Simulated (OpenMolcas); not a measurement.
# CH8BN (SMILES [BH3-][NH2+]C) at HF/3-21G

Wanted: an optimisation with harmonic vibrations of CH8BN. 

Program for the calculation: OpenMolcas 26.06.

## Step 1: The structure to begin with

The species is CH8BN (11 atoms), meant as a singlet with charge 0. As SMILES, `[BH3-][NH2+]C`. The shape is that of a PBE0-D4/def2-TZVP optimisation. The run starts from this shape.

Bond lengths: B1–N2 1.626 Å, N2–C3 1.469 Å, B1–H4 1.214 Å, B1–H5 1.214 Å, B1–H6 1.214 Å, N2–H7 1.016 Å, N2–H8 1.016 Å, C3–H9 1.089 Å, C3–H10 1.089 Å, C3–H11 1.092 Å. Some angles: B1–N2–C3 114.0°, B1–N2–H7 108.2°, B1–N2–H8 108.2°, C3–N2–H7 109.9°, C3–N2–H8 109.9°, N2–B1–H4 105.5°, N2–B1–H5 105.4°, N2–B1–H6 105.4°, N2–C3–H9 108.2°, N2–C3–H10 108.2°.

## Step 2: An optimisation with harmonic vibrations at HF/3-21G

job.input reads:

```
&GATEWAY
  BasLib = $CurrDir
  Coord
  11
  angstrom
  B       -0.828400       1.032000      -0.205100
  N       -0.349500      -0.497500       0.070800
  C        1.107800      -0.661100       0.155200
  H       -2.040900       0.991000      -0.245400
  H       -0.325100       1.341700      -1.265700
  H       -0.402900       1.677500       0.731200
  H       -0.783500      -0.815200       0.932300
  H       -0.721000      -1.084700      -0.669900
  H        1.475700      -0.024100       0.957600
  H        1.543500      -0.317100      -0.781300
  H        1.389800      -1.699400       0.341100
  Basis = 3-21G
  Group = NoSym
>>> EXPORT MOLCAS_MAXITER=50
>>> Do While

&SEWARD

&SCF
  PrOrbitals = 0

&SLAPAF
>>> EndDo
>>> COPY $Project.Opt.xyz $CurrDir/final.xyz
>>> COPY $Project.slapaf.h5 $CurrDir/final.slapaf.h5

&MCKINLEY

&MCLR
  Thermochemistry
  1
  1.0
  298.15
  End of PT
```

The basis set 3-21G is read from a file made from the Basis Set Exchange's data (not shown).

Command:

```bash
$ export MOLCAS_MEM=1860
$ pymolcas job.input > job.log
```

Standard output:

```text
--- Start Module: gateway ---
[...]
--- Stop Module: gateway /rc=_RC_ALL_IS_WELL_ ---
[...]
      Basis functions           43
[...]
       Convergence after  10 Iterations
[...]
::    Total SCF energy                               -120.9769760686
[...]
 *              Molecular gradients               *
 **************************************************
  Irreducible representation: a
 ------------------------------------------------------------------------------------------
                              X                       Y                       Z
 ------------------------------------------------------------------------------------------
  B1                5.04590216939094E-03   -1.58898896850908E-02    2.82569696671903E-03
  N2                1.64074944395263E-02    2.65278941481982E-02   -3.83697942680922E-03
  C3               -2.66916763076859E-02   -1.99015441279160E-03   -6.31462807251126E-04
  H4               -8.54545094566284E-04   -7.51372965755226E-04    9.69060014676948E-05
  H5                5.02596561464563E-04   -8.16157420636232E-04   -9.55453602224487E-04
  H6                4.32321376224010E-04   -4.29625494739794E-04    1.24198197741476E-03
  H7               -6.23074827820647E-04   -3.61908106449715E-03    2.36650225187462E-03
  H8               -4.89249502746869E-04   -4.19586086594692E-03   -1.08867509798038E-03
[...]
 Geometry is converged in   8 iterations to a Minimum Structure
*****************************************************************************************************************
*****************************************************************************************************************
++ Geometry section
********************************************************************************
  Geometrical information of the final structure
********************************************************************************
  NOTE: on convergence the final predicted structure will be printed here.
  This is not identical to the structure printed in the head of the output.
 *********************************************************
[...]
       Convergence after   3 Iterations
[...]
::    Total SCF energy                               -120.9791044545
[...]
      Total spin, S                                     0.0000000000
[...]
      Total electronic charge=   26.000000
      Total            charge=   -0.000000
[...]
      Dipole Moment (debye):
      Origin of the operator (angstrom)=   -0.0131   -0.0832    0.0143
                   X=  2.0619E+00               Y= -5.2918E+00               Z=  9.7054E-01           Total=  5.7617E+00
      Quadrupole Moment (debye*angstrom):
[...]
--- Start Module: mclr ---
[...]
     Frequency:         0.03      0.06      0.07      1.39      3.09      5.82
[...]
     Frequency:       193.62    254.07    339.95    656.69    713.10    942.25
[...]
--- Stop Module: mclr /rc=_RC_ALL_IS_WELL_ ---
--- Start Module: mclr ---
[...]
        Frequency:         3309.01 cm-1
      ---------------------------------
[...]
        Frequency:         3337.66 cm-1
      ---------------------------------
[...]
        Frequency:         3638.89 cm-1
      ---------------------------------
[...]
        Frequency:         3708.06 cm-1
      ---------------------------------
[...]
--- Stop Module: mclr /rc=_RC_ALL_IS_WELL_ ---
[...]
```

Wall time 18 s (1 thread of Arm Neoverse V1, shared host); peak memory 0.38 GiB.

## Step 3: Results

At HF/3-21G:

| quantity | value |
| --- | --- |
| total energy | -120.97910 Eh |
| dipole moment | 5.76 D |
| HOMO energy | -10.97 eV |
| LUMO energy | 5.86 eV |
| HOMO–LUMO gap | 16.83 eV |
| lowest harmonic wavenumber | 194 cm⁻¹ |
| highest harmonic wavenumber | 3708 cm⁻¹ |
| zero-point energy | 275.8 kJ/mol |
| ideal-gas entropy at 298.15 K and 1 atm (symmetry number 1 as used) | 66.4 cal/(mol K) |

In words: At the final geometry: Bond lengths: B1–N2 1.694 Å, N2–C3 1.500 Å, B1–H4 1.210 Å, B1–H5 1.210 Å, B1–H6 1.210 Å, N2–H7 1.010 Å, N2–H8 1.010 Å, C3–H9 1.078 Å, C3–H10 1.078 Å, C3–H11 1.082 Å. Some angles: B1–N2–C3 112.2°, B1–N2–H7 107.3°, B1–N2–H8 107.3°, C3–N2–H7 110.8°, C3–N2–H8 110.8°, N2–B1–H4 104.9°, N2–B1–H5 104.9°, N2–B1–H6 104.9°, N2–C3–H9 107.9°, N2–C3–H10 107.9°. All 27 modes are real, so the shape is a minimum at this level.
